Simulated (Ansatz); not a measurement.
Abridged output of a molecular run in Ansatz:

```
Functional definition: HF
914 factors; integrals over basis functions are off by at most 1.4e-3 eV
mean field evaluation 1: about -7332.0831 eV, gradient 3.2e1 eV
mean field evaluation 2: about -7332.2188 eV, gradient 3.2e1 eV
mean field evaluation 4: about -7334.7088 eV, gradient 4.4e0 eV
mean field evaluation 8: about -7334.7788 eV, gradient 2.2e-1 eV
mean field evaluation 16: about -7334.5669 eV, gradient 4.4e0 eV
mean field -7334.77921672 eV, -269.5481645224 hartree, gradient 9.3e-6 eV, S^2 0.000000; 0 other end points of the search recorded, 0 dependent functions left out
5 core orbitals not correlated: weight in the atoms' cores, before any rotation towards them, 1.000 or more for the frozen orbitals, at most 0.000 for the correlated occupied ones
reference -7334.77921672 eV, -269.5481645224 hartree; 14, 14 occupied and 71, 71 virtual orbitals, 914 factors
second order -19.98441981 eV of doubles, -0.00000000 eV of singles
cycle   1  -20.26951635 eV  change   -2.9e-1 eV  update   1.1e-1
cycle   2  -20.78262763 eV  change   -5.1e-1 eV  update   3.4e-2
cycle   3  -20.93593034 eV  change   -1.5e-1 eV  update   1.8e-2
cycle   4  -20.93304547 eV  change    2.9e-3 eV  update   4.1e-3
cycle   5  -20.93230529 eV  change    7.4e-4 eV  update   1.6e-3
cycle   6  -20.93291334 eV  change   -6.1e-4 eV  update   4.3e-4
cycle   7  -20.93275972 eV  change    1.5e-4 eV  update   1.5e-4
cycle   8  -20.93273595 eV  change    2.4e-5 eV  update   5.2e-5
cycle   9  -20.93275253 eV  change   -1.7e-5 eV  update   2.4e-5
perturbative correction -0.67841264 eV, -0.0249312046 hartree
Total energy: -7356.39038188 eV, -270.3423601938 hartree
```

Its atoms:

Cartesian coordinates in Å:
```
N -1.610 -0.953 -1.363
C -0.692 -0.745 -0.591
C 0.367 -0.524 0.142
C 0.842 0.845 0.508
F -0.082 1.799 0.143
H -2.532 -1.053 -0.944
H 0.923 -1.378 0.513
H 0.999 0.922 1.590
H 1.784 1.087 0.003
```

Problem. Which basis set was used?
A. def2-SVPD
B. cc-pV(Q+d)Z
C. def2-SVP
D. def2-QZVPP

Solution. C. It gives 90 functions.

Problem. Write the keys of the input that set method, charge and spin (a neutral closed shell needs none for the last two).

Solution. 
```yaml
correlation: {method: ccsd_t}
```
